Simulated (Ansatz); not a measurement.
**CH₆Si₂: geometry and vibrations**

The task is to find a stationary geometry of CH₆Si₂, check the end point by its vibrations and derive ideal-gas thermochemistry, and look at its orbitals and charge.

Program: Ansatz 0.2.0, Gaussian basis. Level of theory: RKS PBE0-D4/def2-TZVP. These are calculated values, not measurements.

The runs, in order: relaxation at PBE-D4/def2-SVP; relaxation at PBE0-D4/def2-TZVP; harmonic vibrations at the same level; a single point in def2-TZVPP for the fields.

## (1) Where the work starts

SMILES `C1[SiH2][SiH2]1`, 9 atoms, charge 0, spin multiplicity 1.

Atoms are counted from 1 here; the program's logs count them from 0.

Bond lengths: C1–Si2 1.795 Å, C1–Si3 1.753 Å, C1–H4 1.091 Å, C1–H5 1.092 Å, Si2–Si3 2.271 Å, Si2–H6 1.502 Å, Si2–H7 1.504 Å, Si3–H8 1.493 Å, Si3–H9 1.512 Å. Angles: Si2–C1–Si3 79.6°, Si2–C1–H4 111.3°, Si2–C1–H5 118.1°, Si3–C1–H4 115.6°, Si3–C1–H5 120.2°, H4–C1–H5 109.3°, C1–Si2–Si3 49.4°, C1–Si2–H6 114.0°, C1–Si2–H7 112.0°, Si3–Si2–H6 119.6°, Si3–Si2–H7 120.0°, H6–Si2–H7 119.4°, C1–Si3–Si2 51.0°, C1–Si3–H8 111.4°, C1–Si3–H9 115.6°, Si2–Si3–H8 117.1°, Si2–Si3–H9 118.8°, H8–Si3–H9 121.6°.

As a file:

```csv
atom,x (Å),y (Å),z (Å)
C1,-0.6114,-0.0224,-0.5733
Si2,0.8842,0.8692,-0.1353
Si3,-0.1125,-0.9192,0.8480
H4,-1.4967,0.6024,-0.4492
H5,-0.6500,-0.5140,-1.5477
H6,0.6371,2.2471,0.4086
H7,1.9815,0.6582,-1.1413
H8,0.4041,-2.2715,0.4845
H9,-0.9479,-0.6963,2.0885
```

The start is a force-field geometry with small random shifts, so a cheaper pass at PBE-D4/def2-SVP comes first.

## (2) Relaxation at PBE-D4/def2-SVP (cheap first pass)

Input file in.yaml:

```yaml
crystal:
  periodic: [false, false, false]
  atoms:
    - {symbol: C, position_ang: [-0.611400, -0.022400, -0.573300]}
    - {symbol: Si, position_ang: [0.884200, 0.869200, -0.135300]}
    - {symbol: Si, position_ang: [-0.112500, -0.919200, 0.848000]}
    - {symbol: H, position_ang: [-1.496700, 0.602400, -0.449200]}
    - {symbol: H, position_ang: [-0.650000, -0.514000, -1.547700]}
    - {symbol: H, position_ang: [0.637100, 2.247100, 0.408600]}
    - {symbol: H, position_ang: [1.981500, 0.658200, -1.141300]}
    - {symbol: H, position_ang: [0.404100, -2.271500, 0.484500]}
    - {symbol: H, position_ang: [-0.947900, -0.696300, 2.088500]}
basis:
  gaussian: {orbitals: def2-SVP}
hamiltonian: {xc: pbe, dispersion: d4}
relax: {f_tol: 0.03, max_steps: 200}
```

The run is started by

```console
ansatz run in.yaml --threads 2 --pin off --events-out ev --progress --plain --max-ram 4352MiB
```

What it wrote, shortened:

```text
Functional definition: PBE
  name "PBE"
  cite "Perdew, Burke & Ernzerhof, Phys. Rev. Lett. 77, 3865 (1996) doi:10.1103/PhysRevLett.77.3865"
  parent pbe
[...]
898 factors; their error is unknown
[...]
mean field -16872.55670786 eV, -620.0550223840 hartree, gradient 3.6e-5 eV, S^2 0.000000; 0 other end points of the search recorded, 0 dependent functions left out
[...]
reference -16872.55674239 eV, -620.0550236529 hartree; 20, 20 occupied and 60, 60 virtual orbitals, 898 factors
relax step   1: F+E_penalty+E_count = -16872.74101477 eV  Δ(F+E_penalty+E_count) = +0.000e0 eV  max|allowed force component| = 3.027e0 eV/Å  Δτ_max = 0.0000 Å  (25 SCF iters, accepted)
[...]
relax step   6: F+E_penalty+E_count = -16873.25373648 eV  Δ(F+E_penalty+E_count) = -1.118e-3 eV  max|allowed force component| = 5.559e-2 eV/Å  Δτ_max = 0.0225 Å  (27 SCF iters, accepted)
[...]
relax step   7: F+E_penalty+E_count = -16873.25446795 eV  Δ(F+E_penalty+E_count) = -7.315e-4 eV  max|allowed force component| = 2.085e-2 eV/Å  Δτ_max = 0.0092 Å  (27 SCF iters, accepted)
898 factors; their error is unknown
[...]
mean field -16873.07396479 eV, -620.0740312258 hartree, gradient 2.4e-5 eV, S^2 0.000000; 1 other end points of the search recorded, 0 dependent functions left out
[...]
reference -16873.07399992 eV, -620.0740325169 hartree; 20, 20 occupied and 60, 60 virtual orbitals, 898 factors
Total energy: -16873.25450308 eV, -620.0806658855 hartree
Atom 0 at    -0.735504     0.023435    -0.672311 Å, force     0.010504     0.007049     0.020852 eV/Å
Atom 1 at     0.900380     0.877630    -0.138097 Å, force    -0.010052    -0.006825    -0.003701 eV/Å
Atom 2 at    -0.071816    -0.918036     0.864910 Å, force     0.005918     0.001333    -0.013676 eV/Å
Atom 3 at    -1.665565     0.605187    -0.532235 Å, force    -0.008115     0.001979    -0.005222 eV/Å
Atom 4 at    -0.742025    -0.512943    -1.639111 Å, force     0.003010    -0.004399    -0.002643 eV/Å
Atom 5 at     0.775394     2.264462     0.417471 Å, force    -0.002449     0.001949     0.004974 eV/Å
Atom 6 at     2.067302     0.709867    -1.063817 Å, force     0.006992     0.000302    -0.006406 eV/Å
Atom 7 at     0.434913    -2.307874     0.622008 Å, force    -0.000129    -0.006237    -0.000201 eV/Å
Atom 8 at    -0.874679    -0.788228     2.123982 Å, force    -0.005678     0.004848     0.006023 eV/Å
Dipole moment:    -0.068851     0.003968    -0.058626 e Å
```

Wall time 8.5 s (2 threads of AMD EPYC 7B13, shared host).

Step by step: (the energy doesn't fall at every step)

| step | energy from step 1 (eV) | largest force component (eV/Å) |
| --- | --- | --- |
| 1 | 0.0000 | 3.0272 |
| 2 | -0.3902 | 1.6488 |
| 3 | -0.4370 | 0.7688 |
| 4 | -0.4003 | 0.5189 |
| 5 | -0.5116 | 0.2296 |
| 6 | -0.5127 | 0.0556 |
| 7 | -0.5135 | 0.0209 |

Close pairs (by a distance rule), those that changed most:

```csv
bond,before (Å),after (Å),change (Å)
C1–Si3,1.753,1.921,+0.168
C1–Si2,1.795,1.921,+0.126
C1–H4,1.091,1.106,+0.015
C1–H5,1.092,1.106,+0.014
Si3–H9,1.512,1.499,-0.013
Si3–H8,1.493,1.499,+0.007
Si2–H7,1.504,1.499,-0.005
Si2–Si3,2.271,2.275,+0.004
```

## (3) Geometry optimisation, PBE0-D4/def2-TZVP

Input file in.yaml:

```yaml
crystal:
  periodic: [false, false, false]
  atoms:
    - {symbol: C, position_ang: [-0.735504, 0.023435, -0.672311]}
    - {symbol: Si, position_ang: [0.900380, 0.877630, -0.138097]}
    - {symbol: Si, position_ang: [-0.071816, -0.918036, 0.864910]}
    - {symbol: H, position_ang: [-1.665565, 0.605187, -0.532235]}
    - {symbol: H, position_ang: [-0.742025, -0.512943, -1.639111]}
    - {symbol: H, position_ang: [0.775394, 2.264462, 0.417471]}
    - {symbol: H, position_ang: [2.067302, 0.709867, -1.063817]}
    - {symbol: H, position_ang: [0.434913, -2.307874, 0.622008]}
    - {symbol: H, position_ang: [-0.874679, -0.788228, 2.123982]}
basis:
  gaussian: {orbitals: def2-TZVP}
hamiltonian: {xc: pbe0, dispersion: d4}
relax: {f_tol: 0.005, max_steps: 150}
```

Launched as before.

What it wrote, shortened:

```text
Functional definition: PBE0
  name "PBE0"
  cite "Adamo & Barone, J. Chem. Phys. 110, 6158 (1999) doi:10.1063/1.478522"
  cite "Perdew, Burke & Ernzerhof, Phys. Rev. Lett. 77, 3865 (1996) doi:10.1103/PhysRevLett.77.3865"
  parent pbe
[...]
980 factors; their error is unknown
[...]
mean field -16881.63781846 eV, -620.3887470434 hartree, gradient 3.4e-5 eV, S^2 0.000000; 0 other end points of the search recorded, 0 dependent functions left out
[...]
reference -16881.63785291 eV, -620.3887483093 hartree; 20, 20 occupied and 121, 121 virtual orbitals, 980 factors
relax step   1: F+E_penalty+E_count = -16881.78954120 eV  Δ(F+E_penalty+E_count) = +0.000e0 eV  max|allowed force component| = 5.183e-1 eV/Å  Δτ_max = 0.0000 Å  (25 SCF iters, accepted)
[...]
Total energy: -16881.82445363 eV, -620.3956057592 hartree
Atom 0 at    -0.725484     0.023837    -0.661840 Å, force    -0.000735     0.000074    -0.000578 eV/Å
Atom 1 at     0.891555     0.865977    -0.136778 Å, force    -0.000297     0.000630     0.000149 eV/Å
Atom 2 at    -0.068105    -0.907944     0.854521 Å, force     0.000117    -0.000536    -0.000456 eV/Å
Atom 3 at    -1.644068     0.592461    -0.533364 Å, force     0.000760    -0.000165     0.000061 eV/Å
Atom 4 at    -0.720488    -0.508852    -1.610437 Å, force    -0.000053     0.000034     0.000387 eV/Å
Atom 5 at     0.767024     2.234031     0.418590 Å, force     0.000105    -0.000077    -0.000223 eV/Å
Atom 6 at     2.037730     0.718162    -1.064124 Å, force    -0.000054    -0.000013     0.000456 eV/Å
Atom 7 at     0.410767    -2.289862     0.616829 Å, force    -0.000304    -0.000021     0.000314 eV/Å
Atom 8 at    -0.860531    -0.774310     2.099404 Å, force     0.000460     0.000074    -0.000110 eV/Å
Dipole moment:    -0.071585     0.002828    -0.064214 e Å
```

Wall time 18 s (2 threads of AMD EPYC 7B13, shared host).

Relaxation path:

```
step  energy from step 1 (eV)  largest force component (eV/Å)
   1                   0.0000                          0.5183
   2                  -0.0312                          0.1461
   3                  -0.0348                          0.0207
   4                  -0.0348                          0.0105
   5                  -0.0348                          0.0118
   6                  -0.0349                          0.0049
   7                  -0.0349                          0.0008
```

The force was under the threshold of 0.005 eV/Å already at step 6, but the program went on to step 7.

Distances of close pairs at the start and the end, largest changes first:

```
   bond  before (Å)  after (Å)  change (Å)
Si2–Si3       2.275      2.247      -0.028
 C1–Si2       1.921      1.897      -0.024
 C1–Si3       1.921      1.897      -0.024
  C1–H4       1.106      1.088      -0.018
  C1–H5       1.106      1.088      -0.018
 Si2–H6       1.499      1.482      -0.017
 Si3–H8       1.499      1.482      -0.017
 Si2–H7       1.499      1.482      -0.017
```

Mulliken charges at the end point, from the run's report:

```csv
atom,value (e)
C1,-0.45
Si2,0.08
Si3,0.08
H4,0.15
H5,0.15
H6,0.00
H7,0.00
H8,0.00
H9,0.00
```

## (4) Force constants and modes

Input file in.yaml:

```yaml
crystal:
  periodic: [false, false, false]
  atoms:
    - {symbol: C, position_ang: [-0.725484, 0.023837, -0.661840]}
    - {symbol: Si, position_ang: [0.891555, 0.865977, -0.136778]}
    - {symbol: Si, position_ang: [-0.068105, -0.907944, 0.854521]}
    - {symbol: H, position_ang: [-1.644068, 0.592461, -0.533364]}
    - {symbol: H, position_ang: [-0.720488, -0.508852, -1.610437]}
    - {symbol: H, position_ang: [0.767024, 2.234031, 0.418590]}
    - {symbol: H, position_ang: [2.037730, 0.718162, -1.064124]}
    - {symbol: H, position_ang: [0.410767, -2.289862, 0.616829]}
    - {symbol: H, position_ang: [-0.860531, -0.774310, 2.099404]}
basis:
  gaussian: {orbitals: def2-TZVP}
hamiltonian: {xc: pbe0, dispersion: d4}
phonons: {temperatures: {t_min: 298.15, t_max: 900, t_step: 200}}
```

Same command.

What it wrote, shortened:

```text
Functional definition: PBE0
  name "PBE0"
  cite "Adamo & Barone, J. Chem. Phys. 110, 6158 (1999) doi:10.1063/1.478522"
  cite "Perdew, Burke & Ernzerhof, Phys. Rev. Lett. 77, 3865 (1996) doi:10.1103/PhysRevLett.77.3865"
  parent pbe
[...]
980 factors; their error is unknown
[...]
mean field -16881.67199300 eV, -620.3900029344 hartree, gradient 7.6e-6 eV, S^2 0.000000; 0 other end points of the search recorded, 0 dependent functions left out
[...]
reference -16881.67202727 eV, -620.3900041940 hartree; 20, 20 occupied and 121, 121 virtual orbitals, 980 factors
[...]
980 factors; their error is unknown
mean field -16881.67185094 eV, -620.3899977140 hartree, gradient 2.9e-6 eV, S^2 0.000000; 0 other end points of the search recorded, 0 dependent functions left out
[...]
reference -16881.67188522 eV, -620.3899989735 hartree; 20, 20 occupied and 121, 121 virtual orbitals, 980 factors
[...]
Atom 1 at     0.891555     0.865977    -0.136778 Å, force    -0.000283     0.000618     0.000138 eV/Å
Atom 2 at    -0.068105    -0.907944     0.854521 Å, force     0.000114    -0.000536    -0.000434 eV/Å
Atom 3 at    -1.644068     0.592461    -0.533364 Å, force     0.000771    -0.000169     0.000063 eV/Å
Atom 4 at    -0.720488    -0.508852    -1.610437 Å, force    -0.000052     0.000032     0.000381 eV/Å
Atom 5 at     0.767024     2.234031     0.418590 Å, force     0.000103    -0.000064    -0.000218 eV/Å
Atom 6 at     2.037730     0.718162    -1.064124 Å, force    -0.000061    -0.000012     0.000462 eV/Å
Atom 7 at     0.410767    -2.289862     0.616829 Å, force    -0.000303    -0.000025     0.000312 eV/Å
Atom 8 at    -0.860531    -0.774310     2.099404 Å, force     0.000464     0.000074    -0.000119 eV/Å
Dipole moment:    -0.071585     0.002828    -0.064214 e Å
Vibrations: 271.47 387.61 464.16 474.82 489.18 605.47 616.87 684.53 765.43 781.24 875.04 907.56 915.65 919.08 1360.06 2233.89 2237.18 2253.28 2260.00 3117.54 3193.93 cm⁻¹, zero-point energy 1.600264 eV
```

It took 73 s on 2 threads of AMD EPYC 7B13, shared host.

Motions are named by where the mode's potential energy lies. Wavenumbers, unscaled:

```
mode  cm⁻¹                   motion
   1   271                     bend
   2   388                     bend
   3   464                     bend
   4   475  Si–Si stretch with bend
   5   489   bend with Si–C stretch
   6   605                     bend
   7   617   bend with Si–C stretch
   8   685                     bend
   9   765                     bend
  10   781   Si–C stretch with bend
  11   875                     bend
  12   908                     bend
  13   916                     bend
  14   919                     bend
  15  1360                     bend
  16  2234             Si–H stretch
  17  2237             Si–H stretch
  18  2253             Si–H stretch
  19  2260             Si–H stretch
  20  3118              C–H stretch
  21  3194              C–H stretch
```

Ideal gas, rigid rotor and harmonic oscillator at 298.15 K and 1 bar, with symmetry number 2:

| term | value |
| --- | --- |
| zero-point energy | 154.4 kJ/mol |
| H(298) − E | 170.4 kJ/mol |
| entropy, translation | 162.6 J/(mol K) |
| entropy, rotation | 96.6 J/(mol K) |
| entropy, vibration | 29.2 J/(mol K) |
| entropy, total | 288.4 J/(mol K) |

## (5) A single point for the fields

Edit in.yaml of step 4 so:

```diff
@@ -13,4 +13,4 @@
 basis:
-  gaussian: {orbitals: def2-TZVP}
+  gaussian: {orbitals: def2-TZVPP}
 hamiltonian: {xc: pbe0, dispersion: d4}
-phonons: {temperatures: {t_min: 298.15, t_max: 900, t_step: 200}}
+output: {orbitals: {seedname: orbitals}}
```

Same command.

What it wrote:

```text
Functional definition: PBE0
  name "PBE0"
  cite "Adamo & Barone, J. Chem. Phys. 110, 6158 (1999) doi:10.1063/1.478522"
  cite "Perdew, Burke & Ernzerhof, Phys. Rev. Lett. 77, 3865 (1996) doi:10.1103/PhysRevLett.77.3865"
  parent pbe
  parameter a = 0.25
  parameter kappa = 0.804
  parameter beta = 0.06672455060314922
  exchange = (1 - a)*pbe_x(kappa = kappa, mu = beta*pi^2/3) + a*exact_x
  correlation = pbe_c(beta = beta)
1116 factors; their error is unknown
mean field evaluation 1: about -16875.0763 eV, gradient 5.3e1 eV
mean field evaluation 2: about -16866.6025 eV, gradient 7.1e1 eV
mean field evaluation 4: about -16881.6767 eV, gradient 1.3e0 eV
mean field evaluation 8: about -16881.7124 eV, gradient 2.5e-1 eV
mean field -16881.71242900 eV, -620.3914889302 hartree, gradient 7.7e-5 eV, S^2 0.000000; 0 other end points of the search recorded, 0 dependent functions left out
reference -16881.71246302 eV, -620.3914901804 hartree; 20, 20 occupied and 179, 179 virtual orbitals, 1116 factors
Total energy: -16881.86488932 eV, -620.3970917436 hartree
```

Run time: 3 s. Hardware: 2 threads of AMD EPYC 7B13, shared host.

Orbitals, density, ELF and potential are computed afterwards from the orbital file.

Frontier orbitals at PBE0-D4/def2-TZVPP, with the share of their density that lies nearest to each atom:

```
orbital  energy (eV)                                                   lies on
 HOMO-1        -7.88  C1 46 %; Si2, Si3 about 12 % each; H4, H5 about 7 % each
   HOMO        -6.73                         Si2, Si3 about 32 % each; C1 10 %
   LUMO        -0.15       Si2, Si3 about 21 % each; 4 H atoms about 13 % each
```

ELF in a plane through or near 3 of the atoms.

Values, 10 rows by 14 columns:
```
0.00 0.00 0.00 0.00 0.00 0.00 0.00 0.00 0.00 0.00 0.00 0.00 0.00 0.00
0.00 0.00 0.00 0.00 0.00 0.00 0.01 0.01 0.00 0.00 0.00 0.00 0.00 0.00
0.00 0.00 0.00 0.00 0.01 0.05 0.22 0.27 0.11 0.03 0.00 0.00 0.00 0.00
0.00 0.00 0.00 0.03 0.14 0.37 0.61 0.59 0.50 0.26 0.07 0.00 0.00 0.00
0.00 0.00 0.01 0.11 0.39 0.90 0.73 0.27 0.91 0.76 0.21 0.03 0.00 0.00
0.00 0.00 0.05 0.27 0.17 0.59 0.30 0.61 0.54 0.42 0.35 0.12 0.02 0.00
0.00 0.00 0.04 0.26 0.32 0.21 0.76 0.97 0.16 0.11 0.37 0.10 0.02 0.00
0.00 0.00 0.01 0.04 0.12 0.39 0.89 0.94 0.64 0.23 0.08 0.02 0.00 0.00
0.00 0.00 0.00 0.00 0.01 0.08 0.41 0.52 0.18 0.03 0.00 0.00 0.00 0.00
0.00 0.00 0.00 0.00 0.00 0.00 0.00 0.00 0.00 0.00 0.00 0.00 0.00 0.00
```
The map spans 9.0 Å across and 8.4 Å up, centred on the molecule. Atoms in the plane (x, y in Å): C1 (0.0, 1.0), Si2 (-1.1, -0.5), Si3 (1.1, -0.5).

log10 of the density (e/Å³) in the same plane.

Ten even steps from ' ' (-4.0) to '@' (1.8):
```
                                                        
                        ........                        
                  ......::::::::......                  
                ..::::::--------::::::..                
            ....::::--============----::....            
          ....::::--==++++****++++==--::::....          
        ....::----==++++**##****++++==----::....        
      ....::----==++++**##@@%%##**++++==----::....      
    ....::----====++****########****++====----::....    
    ..::----==++++********************++++==----::..    
    ::::--==++++**##@@%%********%%@@%%**++++==--::::..  
  ..::::--==++++**%%@@@@********@@@@%%**++++==--::::..  
    ::::--==++++++**##************##**++++++==--::::    
    ..::::--====++++++++++++++++++++++++====--::::..    
    ....::::--==========++++++++==========--::::....    
      ....::::::------============--------::::....      
          ......::::::------------::::::::....          
              ........::::::::::::........              
                      ............                      
                                                        
```
The map spans 9.0 Å across and 8.4 Å up, centred on the molecule. Atoms in the plane (x, y in Å): C1 (0.0, 1.0), Si2 (-1.1, -0.5), Si3 (1.1, -0.5).

On the surface of density 0.002 e/bohr³ the electrostatic potential runs, from the 1st to the 99th percentile, from -0.46 V near Si3 to 0.90 V near H4.

## (6) Summary of results

```
                  quantity            value
               point group              C2v
                     steps            7 + 7
shift from the start (rms)          0.118 Å
              total energy   -16881.8245 eV
           dispersion term         -152 meV
             dipole moment           0.46 D
lowest, highest wavenumber   271, 3194 cm⁻¹
         zero-point energy     154.4 kJ/mol
       entropy at 298.15 K  288.4 J/(mol K)
                HOMO, LUMO  -6.73, -0.15 eV
```

The atoms moved 0.12 Å (rms) from the start; the bond that changed most is C1–Si3, from 1.753 to 1.897 Å. No mode is imaginary: a true minimum at this level. The stiffest mode, 3194 cm⁻¹, is a C–H stretch. Harmonic hybrid wavenumbers usually lie a few per cent above measured fundamentals. The largest Mulliken charge, -0.45 e, sits on C1. The HOMO lies mostly on Si2, Si3 about 32 % each; C1 10 % and the LUMO on Si2, Si3 about 21 % each; 4 H atoms about 13 % each.
